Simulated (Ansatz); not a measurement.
## BiOBr (P4/nmm, No. 129)

Computed with HSE06 (PAW; Ansatz, a quantum-chemistry and plane-wave program).

Run with plane-wave cutoff 460 eV, 6×6×4 k mesh (along the axes of the cell as run), Fermi–Dirac smearing 0.01 eV, scalar-relativistic PAW data made under PBE.

Cell: measured lattice: a = 3.916 Å, b = 3.916 Å, c = 8.077 Å, α = 90.00°, β = 90.00°, γ = 90.00°.

```
Item                                          Result
-------------------------------------------  -------
band gap                                     3.04 eV
smallest direct gap on the k points sampled  3.28 eV
Γ–Γ gap                                      4.03 eV
```

Note: cell and atoms aren't relaxed at this level (largest force component 0.15 eV/Å, pressure 0.6 GPa).

Spin–orbit coupling is not included; with these elements it can move the gap by several tenths of an eV or more.

The result took roughly 9 core-minutes.
